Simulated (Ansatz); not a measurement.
Worked example: correlation energy of SiC, singlet

Geometry: that of the SiC, triplet, kept fixed. The triplet lies 0.6 eV lower here.

| atom | x (Å) | y (Å) | z (Å) |
| --- | --- | --- | --- |
| Si | 0.0000 | 0.0000 | 0.0000 |
| C | 0.0000 | 0.0000 | 1.7100 |

Basis cc-pVDZ; Ansatz 0.2.0. Correlated methods freeze the noble-gas cores, which leaves 8 electrons in 26 orbitals. Prefix R: restricted or restricted open-shell reference.

Full CI is exact within this basis and frozen core; it isn't the basis-set limit.

The cluster runs stand on a determinant 0.94 eV above the lowest RHF solution, chosen by trial CCSD; the correlation energy below is counted from it.

Runs differ by some tens of microhartree through their thresholds, so steps under 0.03 kcal/mol mean nothing.

```tsv
level	total energy (hartree)
RHF determinant under the cluster runs	-326.512039
RCCSD	-326.764479
RCCSD(T)	-326.786889
RCCSDT	-326.787072
RCCSDT(Q)	-326.791570
RCCSDTQ	-326.790130
full CI	-326.790674
```

**Question.** What is the correlation energy at full CI, and what share of it do RMP2 and RCCSDTQ recover?

**Answer.** E(corr) = -326.790674 − (-326.512039) = -0.278635 hartree = -7.582 eV. RCCSD: -0.252440 / -0.278635 = 90.60 %. RCCSDTQ: -0.278091 / -0.278635 = 99.80 %.

**Question.** By how many kcal/mol does RCCSD(T) miss full CI (1 hartree = 627.509 kcal/mol), and which steps make up the rest?

**Answer.** -326.786889 − (-326.790674) = 0.003785 hartree = 2.38 kcal/mol. Steps: RCCSDT − RCCSD(T) = -0.11, RCCSDT(Q) − RCCSDT = -2.82, RCCSDTQ − RCCSDT(Q) = 0.90, full CI − RCCSDTQ = -0.34 kcal/mol. With more than one leading determinant such errors change with state and geometry, and needn't cancel in differences.
